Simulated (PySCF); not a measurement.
An EPR property job and its printed output. Input:

```
{"job": {"kind": "epr", "basis": "pcH-1"}, "charge": 0, "multiplicity": 2}
C      2.066348     0.140738    -0.074894
C      0.730043     0.398204    -0.224533
C     -0.272661    -0.424154     0.238495
C     -1.722875    -0.150248     0.076457
F     -1.969873     1.022026    -0.591312
H      2.812003     0.813593    -0.454841
H      2.408423    -0.746462     0.428674
H      0.432702     1.302904    -0.739026
H     -0.036915    -1.339360     0.759951
H     -2.224523    -0.065656     1.052359
H     -2.217248    -0.948914    -0.497293
```

Method used: UKS B3LYP, pcH-1 on C F H, non-relativistic, mean-field spin-orbit, GIAO (PySCF). Isolated species at its GFN2-xTB geometry (one conformer only). Couplings are sensitive to structure, and on GFN2-xTB geometries they can be far from those on DFT ones.

Output of the driver script. The program numbers atoms from 0.

```
UKS, coarse grid
  cycle   1  E = -255.77299149  |g| = 3.83e-01
  cycle   2  E = -255.72569767  |g| = 5.56e-01
  cycle   3  E = -255.82915767  |g| = 6.41e-02
  cycle   4  E = -255.83074853  |g| = 3.34e-02
  cycle   5  E = -255.83136240  |g| = 1.16e-02
  cycle   6  E = -255.83144986  |g| = 5.27e-03
  cycle   7  E = -255.83147896  |g| = 1.43e-03
  cycle   8  E = -255.83148172  |g| = 6.03e-04
UKS, final grid
  cycle   1  E = -255.83140049  |g| = 7.01e-04
  cycle   2  E = -255.83140035  |g| = 8.86e-04
  cycle   3  E = -255.83140072  |g| = 1.12e-04
  cycle   4  E = -255.83140072  |g| = 2.05e-05
E = -255.83140072 Eh   <S^2> = 0.7759 (exact 0.7500)
g shifts (ppm)      1          2          3
  rmc          -139       -139       -139
  gc             -1         35         25
  oz_so         -27        560        657
  total        -166        456        544
hyperfine (MHz)  atom isotope    a_iso     a_fc   dipolar eigenvalues
    0   13C      54.73      54.73    -51.72    -49.96    101.68
    1   13C     -48.12     -48.12    -28.73     11.42     17.31
    2   13C      57.15      57.15    -52.86    -51.44    104.30
    3   13C     -26.34     -26.34     -1.56      0.48      1.08
    4   19F      -4.45      -4.45     -3.97     -3.13      7.10
    5    1H     -42.08     -42.08    -25.25     -0.36     25.60
    6    1H     -39.81     -39.81    -21.62     -1.71     23.33
    7    1H      12.15      12.15     -5.14     -1.31      6.45
    8    1H     -39.56     -39.56    -21.65     -2.15     23.80
    9    1H      77.35      77.35     -3.59     -2.42      6.02
   10    1H      77.22      77.22     -3.59     -2.43      6.02
```

|g| in the SCF lines is the orbital gradient. In the g block, columns 1 to 3 are the principal axes in rising order; rmc is the relativistic mass correction, gc the gauge correction and oz_so the orbital-Zeeman/spin–orbit term. a_fc is the Fermi-contact part of a_iso, here all of it, since this run has no spin–orbit term in the hyperfine coupling.

Question: What does the output say about convergence, stability and spin contamination?

Answer: The SCF converged after 12 cycles in all, 8 of them on the coarse grid; no stability test was run. The unrestricted determinant has ⟨S²⟩ = 0.7759 (exact 0.7500), 3.5 % above the value of a pure doublet state.

Question: What are the principal g values and g_iso?

Answer: Adding the total shifts to 2.002319 gives 2.00215, 2.00278, 2.00286; their mean shift is 278 ppm, so g_iso = 2.00260.

Question: Which couplings shape the isotropic spectrum at natural abundance (0.05 mT or more)? Keep the log's numbering.

Answer: atoms 9, 10 (1H, I = 1/2): mean 77.3 MHz = 2.76 mT in magnitude, a 1:2:1 triplet; atom 5 (1H, I = 1/2): -42.1 MHz = 1.50 mT in magnitude, a 1:1 doublet; atom 6 (1H, I = 1/2): -39.8 MHz = 1.42 mT in magnitude, a 1:1 doublet; atom 8 (1H, I = 1/2): -39.6 MHz = 1.41 mT in magnitude, a 1:1 doublet; atom 7 (1H, I = 1/2): 12.1 MHz = 0.43 mT in magnitude, a 1:1 doublet; atom 4 (19F, I = 1/2): -4.5 MHz = 0.16 mT in magnitude, a 1:1 doublet. Together 96 lines to first order. Class means assume fast exchange of nuclei equivalent by connectivity; if that motion is slow, each nucleus keeps its own coupling. H6 and H7 aren't averaged: C1 is flat or nearly so (angle sum 360°), and its turn about the short C1–C2 bond (1.37 Å) is taken as slow.

Question: What are the principal values of the full tensor of atom 2 (13C)?

Answer: a_iso plus each dipolar eigenvalue: 4.30, 5.72, 161.45 MHz.

The species is `[CH2]/C=C/CF` [radical]. The run used 185 basis functions and 5 iterations of the response equations. 

Hardware: one thread of an AMD EPYC 9R45 (shared host). Cost: 11 s wall (grids of density and orbitals included), 0.64 GiB resident at most.

Shape of the structure used: `[CH2:1]/[CH:2]=[CH:3]/[CH2:4][F:5]`: C2–C3–C4–F5 0°.
Labels such as C1 count atoms from 1, the log's own numbers from 0.
